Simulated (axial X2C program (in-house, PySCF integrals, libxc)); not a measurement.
## Outer orbitals of SiB⁻ at 1.867 Å, TPSSh

Computed with an in-house relativistic program for diatomic molecules. Spin-free means the one-electron spin-free X2C Hamiltonian; two-component (2c) means X2C with spin–orbit coupling and atomic mean-field two-electron Coulomb and Gaunt terms, so the difference of the two also holds small scalar two-electron terms. Basis: Si dyall-av3z [9s8p3d2f], B dyall-av3z [8s7p3d2f] (cores contracted in-house); Gaussian nuclei, density fitting, unrestricted open shells. Masses: Si 27.977 u, B 11.009 u.

The distance is close to the 2c PBE0 minimum; the highest filled and lowest empty levels are listed.

Spin-free orbitals, state M_S = 1, Λ = 1 (beyond evenly filled blocks: σα, π+α, π+β, π-α) (Löwdin shares):

| symmetry | occupied | ε (eV) | atomic character |
| --- | --- | --- | --- |
| σα | yes | -8.04 | 39% Si s, 35% B s, 12% B p |
| σβ | yes | -6.86 | 43% Si s, 31% B s, 15% B p |
| σα | yes | -3.22 | 26% Si p, 24% B s, 20% B p |
| σβ | yes | -1.89 | 41% Si p, 21% B s, 19% Si s |
| σα | yes | -0.30 | 45% B p, 30% Si p, 10% Si s |
| π-α | yes | -0.10 | 46% B p, 45% Si p, 4% B d |
| π+α | yes | -0.10 | 46% B p, 45% Si p, 4% B d |
| π+β | yes | 0.72 | 52% Si p, 39% B p, 5% B d |
| π-β | no | 1.41 | 52% Si p, 39% B p, 5% B d |
| σβ | no | 2.18 | 41% B p, 25% B s, 15% Si s |
| σα | no | 2.51 | 69% B p, 23% Si p, 4% Si s |
| σβ | no | 2.61 | 62% B p, 28% Si p, 6% B s |

The highest filled level is positive, so this functional does not bind it, and the empty levels of an anion are set by the basis.

Spinors with spin–orbit coupling (state Ω = 2):

```tsv
ω	occupied	ε (eV)	atomic character	λ mixture
1/2	yes	-8.04	39% Si s, 35% B s, 12% B p	100% σ
-1/2	yes	-6.86	43% Si s, 31% B s, 15% B p	100% σ
1/2	yes	-3.22	26% Si p, 24% B s, 20% B p	100% σ
-1/2	yes	-1.88	41% Si p, 21% B s, 19% Si s	100% σ
1/2	yes	-0.30	45% B p, 30% Si p, 10% Si s	100% σ
-1/2	yes	-0.11	46% B p, 45% Si p, 4% B d	100% π
3/2	yes	-0.10	46% B p, 45% Si p, 4% B d	100% π
1/2	yes	0.72	52% Si p, 39% B p, 5% B d	100% π
-3/2	no	1.42	52% Si p, 40% B p, 5% B d	100% π
-1/2	no	2.18	41% B p, 25% B s, 15% Si s	100% σ
1/2	no	2.55	71% B p, 23% Si p, 4% Si s	100% σ
-1/2	no	2.65	63% B p, 29% Si p, 5% B s	100% σ
```

The highest filled level is positive, so this functional does not bind it, and the empty levels of an anion are set by the basis.

Mulliken charges and populations of the two-component result (they depend on the basis, above all on diffuse functions):

Si -0.64 e (s 5.81 p 8.74 d 0.08 f 0.01), B -0.36 e (s 3.45 p 1.87 d 0.04). ⟨Lz⟩ = 1.00 ħ and ⟨Sz⟩ = 1.00 ħ (0.34 and 0.66 on the two atoms), which add up to Ω.

One determinant describes the state; a PBE0 search over occupations chose it and may have missed a lower one. Density functionals use the spin component along the axis (collinear). PBE0 can misorder states that lie within some tenths of an eV, so this need not be the ground state of the molecule. The nearest other spin-free determinant of the search, M_S = 0, Λ = 1, lies 0.13 eV up at the distance of the search. Without a current term, density functionals place determinants with orbital angular momentum somewhat too high. With several unpaired electrons one determinant need not be a pure state. Open-shell Ω = 0 determinants with evenly filled partner blocks cannot be reached by this program, so the Ω shown need not be the lowest component. The highest occupied level of some functionals is positive through self-interaction error; at Hartree–Fock it is bound.
